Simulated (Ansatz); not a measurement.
A nudged elastic band was laid between two geometries of CHSSi (4 atoms, charge 1, multiplicity 1).

Theory: RHF/def2-SVP (Ansatz).

* movable images: 5
* climbing image: yes
* spring: 5.0 eV/Å²
* optimiser: quadratic models (default)
* start path: through a guess of the saddle point
* force threshold: 0.05 eV/Å
* iteration limit: 60
* end points: relaxed

Initial state:

```xyz
4
Properties=species:S:1:pos:R:3
Si -1.871 0.248 1.186
C -0.459 0.161 0.146
S 0.709 0.228 -0.915
H 1.621 -0.637 -0.417
```

Final state:

```xyz
4
Properties=species:S:1:pos:R:3
Si -1.375 0.255 0.766
C 0.307 -0.247 0.104
S -0.162 0.806 -1.034
H 1.231 -0.814 0.163
```

Q: What changes between the two ends?

A: Bonds broken: S3–H4. Bonds formed: Si1–S3, C2–H4.

Q: What energy profile does the band end with?

A: It converged. The highest image is number 2 of 0 to 6, 2.19 eV above the first end and 3.94 eV above the last; the last end lies 1.75 eV below the first. Neighbouring images differ by up to 1.8 eV, so the band resolves the path poorly. A vibrational analysis at the climbing image gives one clearly imaginary mode, 1995i cm⁻¹: a first-order saddle point. The orbitals stay closed-shell, which can raise the energy where a bond breaks towards radicals; this wasn't checked here.

```json
{"image": "0", "path coordinate (Å)": "0.00", "energy (eV)": "0.00", "S3–H4 (Å)": "1.35", "Si1–S3 (Å)": "3.33", "C2–H4 (Å)": "2.30"}
{"image": "1", "path coordinate (Å)": "0.55", "energy (eV)": "0.44", "S3–H4 (Å)": "1.33", "Si1–S3 (Å)": "3.31", "C2–H4 (Å)": "1.99"}
{"image": "2", "path coordinate (Å)": "1.10", "energy (eV)": "2.19", "S3–H4 (Å)": "1.48", "Si1–S3 (Å)": "3.38", "C2–H4 (Å)": "1.35"}
{"image": "3", "path coordinate (Å)": "1.53", "energy (eV)": "0.44", "S3–H4 (Å)": "1.93", "Si1–S3 (Å)": "3.36", "C2–H4 (Å)": "1.11"}
{"image": "4", "path coordinate (Å)": "1.97", "energy (eV)": "-0.58", "S3–H4 (Å)": "2.28", "Si1–S3 (Å)": "3.11", "C2–H4 (Å)": "1.08"}
{"image": "5", "path coordinate (Å)": "2.40", "energy (eV)": "-1.16", "S3–H4 (Å)": "2.38", "Si1–S3 (Å)": "2.69", "C2–H4 (Å)": "1.07"}
{"image": "6", "path coordinate (Å)": "2.84", "energy (eV)": "-1.75", "S3–H4 (Å)": "2.45", "Si1–S3 (Å)": "2.24", "C2–H4 (Å)": "1.09"}
```

Q: What is the geometry of the highest image?

A: 
```xyz
4
Properties=species:S:1:pos:R:3
Si -1.546 0.069 1.186
C -0.237 0.140 -0.012
S 0.848 0.323 -1.191
H 0.935 -0.532 0.017
```

Run time: 93 s on 1 thread of Intel(R) Xeon(R) Processor @ 2.50GHz (Skylake/Cascade Lake), with other jobs on the host, peak memory 0.11 GiB.
